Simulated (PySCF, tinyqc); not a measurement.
Worked calculation: FCI on RHF in the sto-3g basis, frozen core, for HF, spin multiplicity 1. The lowest restricted solution is unstable here: a spin-polarised one lies 0.0001 hartree lower (PySCF). One step of it, computed by the program tinyqc.

Question. Iteration 1: building the Fock matrix. J_ij = sum D_kl (ij|kl), K_ij = sum D_kl (ik|jl); F = H + J - 0.5 K; E = tr D H + tr D J / 2 - 0.25 tr D K + E_nn.

D at the start, lower triangle:
```
            1F 1s      1F 2s    1F 2px    1F 2py    1F 2pz     2H 1s
1F 1s    2.101266
1F 2s   -0.426150   1.813860
1F 2px   0.000000   0.000000  2.000000
1F 2py   0.000000   0.000000  0.000000  2.000000
1F 2pz   0.053367  -0.199401  0.000000  0.000000  1.874380
2H 1s   -0.124559   0.380390  0.000000  0.000000  0.198035  0.111477
```

core Hamiltonian H = T + V (hartree), lower triangle:
```
             1F 1s       1F 2s     1F 2px     1F 2py     1F 2pz      2H 1s
1F 1s   -40.462339
1F 2s    -9.493748  -10.940238
1F 2px    0.000000    0.000000  -8.618796
1F 2py    0.000000    0.000000   0.000000  -8.618796
1F 2pz   -0.008648   -0.107569   0.000000   0.000000  -8.675453
2H 1s    -0.989602   -2.365413   0.000000   0.000000  -1.691420  -4.349874
```

Two-electron integrals (ij|kl) in chemists' order, unique and non-zero (hartree):
```
(11|11) 5.403501   (21|11) 0.841920   (21|21) 0.156299   (22|11) 1.268028
(22|21) 0.292344   (22|22) 0.926167   (31|31) 0.027998   (32|31) 0.043169
(32|32) 0.204588   (33|11) 1.264502   (33|21) 0.292403   (33|22) 0.925959
(33|33) 0.997514   (41|41) 0.027998   (42|41) 0.043169   (42|42) 0.204588
(43|43) 0.053770   (44|11) 1.264502   (44|21) 0.292403   (44|22) 0.925959
(44|33) 0.889973   (44|44) 0.997514   (51|51) 0.027998   (52|51) 0.043169
(52|52) 0.204588   (53|53) 0.053770   (54|54) 0.053770   (55|11) 1.264502
(55|21) 0.292403   (55|22) 0.925959   (55|33) 0.889973   (55|44) 0.889973
(55|55) 0.997514   (61|11) 0.088027   (61|21) 0.016217   (61|22) 0.030184
(61|33) 0.030139   (61|44) 0.030139   (61|51) 0.000647   (61|52) 0.001222
(61|55) 0.030281   (61|61) 0.001699   (62|11) 0.242499   (62|21) 0.056743
(62|22) 0.202963   (62|33) 0.199904   (62|44) 0.199904   (62|51) 0.003846
(62|52) 0.031153   (62|55) 0.208877   (62|61) 0.005981   (62|62) 0.056650
(63|31) 0.005700   (63|32) 0.034692   (63|53) 0.006407   (63|63) 0.008076
(64|41) 0.005700   (64|42) 0.034692   (64|54) 0.006407   (64|64) 0.008076
(65|11) 0.173190   (65|21) 0.041019   (65|22) 0.157121   (65|33) 0.150602
(65|44) 0.150602   (65|51) 0.008116   (65|52) 0.057316   (65|55) 0.169979
(65|61) 0.004486   (65|62) 0.053937   (65|65) 0.059119   (66|11) 0.431305
(66|21) 0.102541   (66|22) 0.424112   (66|33) 0.410973   (66|44) 0.410973
(66|51) 0.007911   (66|52) 0.091780   (66|55) 0.450005   (66|61) 0.010850
(66|62) 0.158524   (66|65) 0.176172   (66|66) 0.774606
```

nuclear repulsion = 3.93602884 hartree

Give: Coulomb J; exchange K; Fock matrix F; total energy of this density.

Answer.

Coulomb J (hartree), lower triangle:
```
         1F 1s   1F 2s  1F 2px  1F 2py  1F 2pz  2H 1s
1F 1s   20.644
1F 2s    3.951   9.791
1F 2px   0.000   0.000   9.781
1F 2py   0.000   0.000   0.000   9.781
1F 2pz  -0.007  -0.021   0.000   0.000   9.786
2H 1s    0.410   2.089   0.000   0.000   1.596  4.314
```

exchange K (hartree), lower triangle:
```
         1F 1s   1F 2s  1F 2px  1F 2py  1F 2pz  2H 1s
1F 1s   11.075
1F 2s    1.948   3.120
1F 2px   0.000   0.000   2.625
1F 2py   0.000   0.000   0.000   2.625
1F 2pz   0.005  -0.083   0.000   0.000   2.593
2H 1s    0.207   0.792   0.000   0.000   0.523  0.497
```

Fock matrix F (hartree), lower triangle:
```
          1F 1s   1F 2s  1F 2px  1F 2py  1F 2pz   2H 1s
1F 1s   -25.356
1F 2s    -6.517  -2.709
1F 2px    0.000   0.000  -0.151
1F 2py    0.000   0.000   0.000  -0.151
1F 2pz   -0.018  -0.087   0.000   0.000  -0.186
2H 1s    -0.683  -0.672   0.000   0.000  -0.357  -0.285
```

total energy of this density = -98.18876 hartree
